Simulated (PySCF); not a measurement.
# Nuclear quadrupole coupling in `FC1(F)CO1`

Species: C₂H₂F₂O.
Atom-mapped SMILES: `[F:1][C:2]1([F:3])[CH2:4][O:5]1` (hydrogens: H6, H7 on C4)

Geometry (PBE0-D3(BJ)/def2-SVP, Å), atoms numbered from 1 in this order:
```
atom  x, y, z in Å
F1     1.7128    0.2755   -0.3899
C2     0.5880   -0.2994    0.0206
F3     0.7237   -1.6175   -0.0730
C4    -0.6992    0.3505   -0.0948
O5     0.0375    0.1774    1.1498
H6    -1.6066   -0.2579   -0.1777
H7    -0.7557    1.3843   -0.4527
```

Field gradients from the PBE0/pcSseg-1 density (PySCF, non-relativistic), principal values in atomic units, ordered |Vxx| ≤ |Vyy| ≤ |Vzz|:

```json
{"atom": "O5", "Vxx": "0.7260", "Vyy": "1.2751", "Vzz": "-2.0011"}
```

Q: Find the asymmetry η = (Vxx − Vyy)/Vzz and the couplings χ = eQV/h (234.96 MHz × Q in barn × V in au), with Q(17O) = −0.0256 b.

A: 
| atom | environment | nucleus | η | χzz (MHz) | χxx (MHz) | χyy (MHz) |
| --- | --- | --- | --- | --- | --- | --- |
| O5 | epoxide oxygen | 17O | 0.27 | 12.04 | -4.37 | -7.67 |

Q: What is Vzz at O5 in SI units (1 au = 9.71736 × 10²¹ V/m²)?

A: -2.0011 au = -19.445 × 10²¹ V/m².

Q: What couplings would deuterons (Q(2H) = 0.00286 b) have in place of the hydrogens, at this geometry?

A: 
```
atom  bonded to  bond length (Å)  Vzz (au)     η  χzz (kHz)
  H6         C4            1.096    0.2894  0.07        194
  H7         C4            1.096    0.2897  0.07        195
```

Isolated species at its PBE0-D3(BJ)/def2-SVP geometry, gas phase. The basis is small and wasn't made for field gradients, so the couplings can be 20 % off.

These values come from a run that also computed NMR shieldings. Hardware: Arm Neoverse V2, one thread, on a shared host. Cost: 4.3 s.
